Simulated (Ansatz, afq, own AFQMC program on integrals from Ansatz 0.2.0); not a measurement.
Integrals from Ansatz 0.2.0, then the random walk in our own AFQMC program (afq).

```yaml
crystal:
  periodic: [false, false, false]
  atoms:
    - {symbol: Si, position_ang: [0.006722, 0.013601, 0.005387]}
    - {symbol: O, position_ang: [-0.697962, -1.230901, -0.519127]}
basis:
  gaussian: {orbitals: def2-TZVP}
magnetization: {spin_polarized: false}
correlation: {method: ccsd_t, electrons: outside_noble_gas, hamiltonian_folder: ham}
```

```sh
$ ansatz run in.yaml --threads 1 --pin off --events-out ev --progress --plain --max-ram 24576MiB --backend cuda --devices 0, --max-vram 18GiB
```

Options of the walk:

```
--method phaseless --trial cisd --walkers 4000 --populations 20 --least-time 60 --time-step 0.005 --steps-per-block 50 --equilibration-blocks 28 --max-blocks 4000 --target-error 0.00019 --factor-cut 1e-05 --seed 4995 --release-times 0.24,0.51,0.99,1.62,2.4 --release-step 0.03 --release-every 3 --taylor-order 6
```

Times are imaginary, in 1/Eh. The walk had a cap of 153 s. With eight or more populations the least sampling time is a fifth of least-time, and the error comes from their spread.

Output of the walk:

```
orbitals 62  electrons 5 5  factors 418 of 422
reference energy -363.84017353 Eh
CCSD correlation -0.33702506 Eh in 11 cycles, weight of the determinant in the CISD state 0.8683
energy of the start -364.177189 Eh
 block  time / (1/Eh)  mean weight  energy / Eh
     1     0.250  0.9999  -364.176242
     2     0.500  1.0000  -364.181833
     3     0.750  1.0005  -364.185783
     4     1.000  1.0001  -364.189819
     5     1.250  0.9999  -364.190515
     9     2.250  1.0003  -364.192912
    21     5.250  0.9998  -364.196449
    37     9.250  1.0000  -364.197639
    49    12.250  1.0000  -364.194082
    53    13.250  0.9997  -364.195402
    57    14.250  1.0003  -364.200346
    69    17.250  1.0001  -364.198254
    85    21.250  0.9998  -364.197840
   101    25.250  1.0001  -364.197709
   117    29.250  0.9999  -364.198384
   133    33.250  0.9997  -364.195746
   149    37.250  0.9995  -364.194125
   165    41.250  1.0002  -364.197609
error from the spread of 20 populations
released: time / (1/Eh)  energy / Eh  error  mean overlap
  0.24  -364.196371  0.000204  0.9986
  0.51  -364.196435  0.000170  0.9964
  0.99  -364.196676  0.000136  0.9912
  1.62  -364.196653  0.000185  0.9854
  2.40  -364.197109  0.000336  0.9760
energy -364.196499 +/- 0.000183 Eh
(rows thinned)
```

The run passed its tests (sampling time, drift between the halves within three errors, error under three times the target), which doesn't prove that it has relaxed.

Against this walk (error 5.0 meV) on the same determinant: CCSD(T) 44.0 meV higher, CCSDT(Q) 11.4 meV lower. The error is statistical and leaves out the bias of the constraint. Released to 2.40 1/Eh the energy moves by -17 ± 10 meV (both errors), within twice the noise.

Cautions: constraint bias not in the error; higher spins were not checked; raised T1 diagnostic (T1 0.027, weight of the determinant 0.87, largest double 0.07).

The walk took 56 s on 1 × NVIDIA H100 80GB HBM3 with 2 threads of AMD EPYC 7R13 Processor (Zen 3) (shared host) (the card was shared). The log's last line is the phaseless energy.

CCSDT and higher add their correlation energy to the determinant of the CCSD(T) run, since their own runs factorise the integrals more tightly (a shift of under 2 meV). A walk keeps the symmetry of its determinant, which the program's search chose and which needn't be the lowest solution, so a lower state of the same spin and another symmetry isn't excluded.
